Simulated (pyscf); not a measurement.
**Routes from O=SiH₂**

Candidate steps break at most two bonds and form at most two. Each was searched with GFN2-xTB (tblite) first. Structures and frequencies: ωB97X-D3(BJ)/def2-SVP in PySCF. Energies: ωB97M-D3(BJ)/def2-TZVP, kcal/mol, from the reactant's lowest minimum found, singlet surface; ΔG‡ with ideal gas, 1 atm, RRHO with modes under 100 cm⁻¹ raised to 100, one conformer, R ln 2 for chiral ones without a mode under 150 cm⁻¹.

```
products                         type   ΔE‡    ΔE  ΔG‡ 298 K  ΔG‡ 900 K  ν‡ (cm⁻¹)
--------------------  ---------------  ----  ----  ---------  ---------  ---------
HO–SiH: [singlet]      hydrogen shift  60.1  -3.0       56.8       55.1      1693i
O=Si: [singlet] + H₂  1,1-elimination  83.8  +2.3       80.3       79.4      2012i
```

Plain bond fissions and candidates not yet searched are not listed, and one of them may be faster. Each barrier is that of the saddle found; lower ones may exist.
